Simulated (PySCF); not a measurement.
C4H5N.
Numbering: `[H]/[N:5]=[CH:4]/[CH:3]=[C:2]=[CH2:1]` (hydrogens: H6, H7 on C1; H8 on C3; H9 on C4; H10 on N5)

The calculation used MP2 and CCSD/aug-cc-pVDZ in PySCF, restricted Hartree–Fock reference, 5 core orbitals frozen, non-relativistic, gas phase, PBE0-D3(BJ)/def2-SVP geometry.

E(HF) = -208.77976 Eh.

**Question.** How large is the problem?

**Answer.** 160 basis functions and 36 electrons; 5 orbitals frozen, which leaves o = 13 correlated occupied and v = 142 virtual orbitals. That is o·v = 1846 singles and o·v(o·v + 1)/2 = 1704781 distinct closed-shell doubles amplitudes before symmetry; the costliest CCSD step grows as o²v⁴ = 6.9 × 10^10.

**Question.** What are the MP2 and CCSD correlation energies?

**Answer.** MP2 -0.7050 Eh and CCSD -0.7456 Eh, which gives totals of -209.48481 and -209.52540 Eh. That is 0.780 eV for each correlated electron at CCSD (1958 kJ/mol in all, 0.356 % of the total energy); MP2 gives 94.6 % of the CCSD value.

**Question.** What is the T1 diagnostic?

**Answer.** 0.0131, below the customary warning level of 0.02. It is the norm of the spatial-orbital singles amplitudes over the root of the number of correlated electrons, so the norm is 0.067.

**Question.** How does correlation change the dipole moment?

**Answer.** HF gives 2.63 D and CCSD (unrelaxed density) 2.28 D, a change of -0.35 D.

No triples correction and no basis-set extrapolation were made.

The job also held the EOM ionisation roots. On one thread of an Arm Neoverse V2, shared host, this took 5.5 min of wall time.

Conformer computed: `[H]/[N:5]=[CH:4]/[CH:3]=[C:2]=[CH2:1]`: C2–C3–C4–N5 180°.

One conformer stands for the species.
